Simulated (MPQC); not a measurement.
# NaF (SMILES [F][Na]): levels of theory compared

Wanted: a comparison of 6 runs (HF/STO-3G, HF/def2-SVP, UPBE/6-31G, B3LYP/6-31G*, BLYP/6-31+G*, MP2/aug-cc-pVDZ) of NaF. 

The calculation is run with MPQC 2.3.1.

10 further runs of the same task are left out: 7 that didn't finish, 3 set aside as unsound or not needed.

**1. Starting point**

The species is NaF (2 atoms), meant as a singlet with charge 0. As SMILES, `[F][Na]`. Geometry: relaxed at PBE0-D4/def2-TZVP.

Bond lengths: F1–Na2 1.922 Å.

**2. Energy and gradient at HF/STO-3G (run 1)**

Input file run.in:

```
% FNa
molecule<Molecule>: (
    symmetry = c1
    unit = angstrom
    { atoms geometry } = {
        F  [ -0.804100       0.240100      -0.422400 ]
        Na [ 0.833600      -0.300300       0.426500 ]
    }
)
basis<GaussianBasisSet>: (
    name = "STO-3G"
    molecule = $:molecule
    basisdir = "."
    puream = yes
)
mpqc: (
    checkpoint = no
    savestate = no
    restart = no
    do_energy = yes
    do_gradient = yes
    optimize = no
    mole<CLHF>: (
        molecule = $:molecule
        basis = $:basis
        total_charge = 0
        memory = 1000000000
        print_evals = yes
        print_npa = yes
        maxiter = 120
        value_accuracy = 1e-08
        guess_wavefunction<CLHF>: (
            molecule = $:molecule
            total_charge = 0
            memory = 1000000000
            value_accuracy = 1e-3
            basis<GaussianBasisSet>: (
                name = "STO-3G"
                molecule = $:molecule
            )
        )
    )
)
```

The basis set STO-3G is read from a file made from the Basis Set Exchange's data (not shown).

Launch:

```
$ mpqc run.in > run.out
```

What it wrote:

```text
MPQC: Massively Parallel Quantum Chemistry
[...]
  LUMO is    11   A =   0.444175
  total scf energy = -257.8172992225
[...]
Value of the MolecularEnergy: -257.8172992225
  Gradient of the MolecularEnergy:
      1   -0.0649508108
      2    0.0214321415
      3   -0.0336671816
      4    0.0649508108
      5   -0.0214321415
      6    0.0336671816
  Function Parameters:
    value_accuracy    = 1.133457e-09 (1.000000e-08) (computed)
    gradient_accuracy = 1.133457e-07 (1.000000e-06) (computed)
    hessian_accuracy  = 0.000000e+00 (1.000000e-04)
[...]
      symmetry = c1
[...]
```

Wall time 0.1 s (1 thread of Arm Neoverse V1, shared host).

**3. Energy and gradient at HF/def2-SVP (run 2)**

Input file mol.in:

```
% emacs should use -*- KeyVal -*- mode
molecule<Molecule>: (
  symmetry = c1
  unit = angstrom
  { atoms geometry } = {
    F  [ -0.804100     0.240100    -0.422400 ]
    Na [ 0.833600    -0.300300     0.426500 ]
  }
)
basis<GaussianBasisSet>: (
  name = "def2-SVP"
  molecule = $:molecule
  basisdir = "."
  puream = yes
)
mpqc: (
  checkpoint = no
  savestate = no
  restart = no
  do_energy = yes
  do_gradient = yes
  optimize = no
  mole<CLHF>: (
    molecule = $:molecule
    basis = $:basis
    total_charge = 0
    memory = 1000000000
    print_evals = yes
    print_npa = yes
    maxiter = 120
    value_accuracy = 1e-08
    guess_wavefunction<CLHF>: (
      molecule = $:molecule
      total_charge = 0
      memory = 1000000000
      value_accuracy = 1e-3
      basis<GaussianBasisSet>: (
        name = "STO-3G"
        molecule = $:molecule
      )
    )
  )
)
```

The basis set def2-SVP is read from a file made from the Basis Set Exchange's data (not shown).

Launch:

```
$ mpqc -o mol.out mol.in
```

What it wrote:

```text
MPQC: Massively Parallel Quantum Chemistry
[...]
  LUMO is    11   A =  -0.004105
  total scf energy = -261.1787305362
[...]
Value of the MolecularEnergy: -261.1787305362
  Gradient of the MolecularEnergy:
      1   -0.0073348674
      2    0.0024203226
      3   -0.0038020205
      4    0.0073348674
      5   -0.0024203226
      6    0.0038020205
  Function Parameters:
    value_accuracy    = 7.048926e-09 (1.000000e-08) (computed)
    gradient_accuracy = 7.048926e-07 (1.000000e-06) (computed)
    hessian_accuracy  = 0.000000e+00 (1.000000e-04)
[...]
      symmetry = c1
[...]
```

Wall time 0.2 s (1 thread of Arm Neoverse V1, shared host).

Runs 3 to 5 aren't shown in full; the table further down has their settings and results.

**4. Energy and forces at MP2/aug-cc-pVDZ (run 6)**

Input file input.in:

```
molecule<Molecule>: (
   symmetry = c1
   unit = angstrom
   { atoms geometry } = {
      F  [ -0.804100 0.240100 -0.422400 ]
      Na [ 0.833600 -0.300300 0.426500 ]
   }
)
basis<GaussianBasisSet>: (
   name = "aug-cc-pVDZ"
   molecule = $:molecule
   basisdir = "."
   puream = yes
)
mpqc: (
   checkpoint = no
   savestate = no
   restart = no
   do_energy = yes
   do_gradient = yes
   optimize = no
   mole<MBPT2>: (
      molecule = $:molecule
      basis = $:basis
      memory = 1000000000
      method = mp
      nfzc = 2
      reference<CLHF>: (
         molecule = $:molecule
         basis = $:basis
         total_charge = 0
         memory = 1000000000
         print_evals = yes
         maxiter = 120
         value_accuracy = 1e-08
         guess_wavefunction<ExtendedHuckelWfn>: (
            molecule = $:molecule
            total_charge = 0
            multiplicity = 1
            basis<GaussianBasisSet>: (
               name = "STO-3G"
               molecule = $:molecule
            )
         )
      )
   )
)
```

The basis set aug-cc-pVDZ is read from a file made from the Basis Set Exchange's data (not shown).

Launch:

```
$ mpqc input.in > input.out
```

What it wrote:

```text
MPQC: Massively Parallel Quantum Chemistry
[...]
  CLSCF::init: total charge = 0
[...]
  nbasis = 50
[...]
  iter     1 energy = -255.2217014892 delta = 3.98450e-01
[...]
  LUMO is    11   A =  -0.016077
  total scf energy = -261.3419309282
[...]
  MP2 correlation energy [au]:         -0.233937782343
  MP2 energy [au]:                   -261.575868710590
[...]
Value of the MolecularEnergy: -261.5758687106
  Gradient of the MolecularEnergy:
      1    0.0052105379
      2   -0.0017193471
      3    0.0027008766
      4   -0.0052105379
      5    0.0017193471
      6   -0.0027008766
[...]
        symmetry = c1
[...]
```

Wall time 6 s (1 thread of Arm Neoverse V1, shared host); peak memory 0.12 GiB.

**5. Overview of the runs**

| run | level | task | Cartesian functions | energy (Eh) | HOMO energy (eV) | LUMO energy (eV) | HOMO–LUMO gap (eV) | wall time |
| --- | --- | --- | --- | --- | --- | --- | --- | --- |
| 1 | HF/STO-3G | gradient | no | -257.817299 | -2.73 | 12.09 | 14.81 | 0.1 s |
| 2 | HF/def2-SVP | gradient | no | -261.178731 | -11.07 | -0.11 | 10.96 | 0.2 s |
| 3 | UPBE/6-31G | energy | yes | -261.918398 | – | – | – | 6.9 s |
| 4 | B3LYP/6-31G* (spherical functions) | gradient | no | -262.156122 | -5.77 | -1.81 | 3.96 | 5.1 s |
| 5 | BLYP/6-31+G* (spherical functions) | gradient | no | -262.167493 | -5.06 | -2.21 | 2.85 | 8.4 s |
| 6 | MP2/aug-cc-pVDZ | gradient | no | -261.575869 | -11.60 | -0.44 | 11.16 | 6 s |

**6. Summary of results**

| quantity | value |
| --- | --- |
| run 6: total energy | -261.57587 Eh |
| run 6: HOMO energy (Hartree–Fock orbitals) | -11.60 eV |
| run 6: LUMO energy (Hartree–Fock orbitals) | -0.44 eV |
| run 6: HOMO–LUMO gap (Hartree–Fock orbitals) | 11.16 eV |
| run 6: correlation energy (2 core orbitals frozen) | -233.9 mEh |
| run 6: largest force on an atom | 0.314 eV/Å |

Over runs 1, 2, 4, 5 the HOMO–LUMO gap runs from 2.85 eV (BLYP/6-31+G*) to 14.81 eV (HF/STO-3G). The two ends differ in method and basis. Totals of different functionals can't be ranked against each other. In run 1 the basis is minimal, so the values are rough. All runs together took 27 s, the longest 8.4 s.
